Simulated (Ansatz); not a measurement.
System: GaS (P6₃/mmc, No. 194). Method: PBE-D3(BJ) in Ansatz (PAW).

Run with plane-wave cutoff 500 eV, 12×12×2 k mesh (along the axes of the cell as run), gaussian smearing 0.02 eV, scalar-relativistic PAW data made under PBE.

Computed at the level's own relaxed cell.

Question: Estimate the volume per atom, lattice constant a, lattice parameter c and band gap that the calculation returns.

Answer: 
- volume per atom: 21.56 Å³/atom
- lattice constant a: 3.590 Å
- lattice parameter c: 15.450 Å
- band gap: 1.56 eV (on the SCF k mesh)

Measured, for comparison: band gap 2.5 eV (temperature not stated, not corrected to a static lattice, compiled measured gap; kind and temperature not stated; as tabulated in Kothakonda et al. (2022), arXiv:2208.02841).

Spin–orbit coupling is not included.

The computed numbers hold no vibrational or temperature effects.

Ansatz is a program for electronic structure.
